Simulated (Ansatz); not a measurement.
## [H···H···SiH], doublet: reading a ladder of total energies

Geometry: a point of a hydrogen-transfer path between rigid fragments, not a stationary point.

```tsv
atom	x (Å)	y (Å)	z (Å)
H	-2.4069	0.0479	0.0000
H	-1.3709	0.0479	0.0000
Si	0.1171	0.0479	0.0000
H	0.5136	-1.4316	0.0000
```

Basis cc-pVDZ; Ansatz 0.2.0. Correlated methods freeze the noble-gas cores, which leaves 7 electrons in 28 orbitals. Prefix R: restricted or restricted open-shell reference; prefix U: unrestricted.

Full CI is exact within this basis and frozen core; it isn't the basis-set limit. The frozen core follows each run's orbitals, which can shift R against U totals by a few meV.

The cluster runs stand on a determinant 0.43 eV above the lowest UHF solution, chosen by trial CCSD; the correlation energy below is counted from it.

Runs differ by some tens of microhartree through their thresholds and, for an open shell, their frozen cores, so steps under 0.1 kcal/mol mean nothing.

| level | total energy (hartree) |
| --- | --- |
| UHF determinant under the cluster runs | -290.480105 |
| UMP2 | -290.588750 |
| UCCSD | -290.624823 |
| UCCSD(T) | -290.629159 |
| UCCSDT | -290.630391 |
| UCCSDT(Q) | -290.630581 |
| UCCSDTQ | -290.630607 |
| full CI | -290.630606 |

Q: What is the correlation energy at full CI, and what share of it do UMP2 and UCCSD(T) recover?

A: E(corr) = -290.630606 − (-290.480105) = -0.150501 hartree = -4.095 eV. UMP2: -0.108645 / -0.150501 = 72.19 %. UCCSD(T): -0.149054 / -0.150501 = 99.04 %.

Q: By how many kcal/mol does UCCSD(T) miss full CI (1 hartree = 627.509 kcal/mol), and which steps make up the rest?

A: -290.629159 − (-290.630606) = 0.001447 hartree = 0.91 kcal/mol. Steps: UCCSDT − UCCSD(T) = -0.77, UCCSDT(Q) − UCCSDT = -0.12, UCCSDTQ − UCCSDT(Q) = -0.02, full CI − UCCSDTQ = 0.00 kcal/mol. With more than one leading determinant such errors change with state and geometry, and needn't cancel in differences.
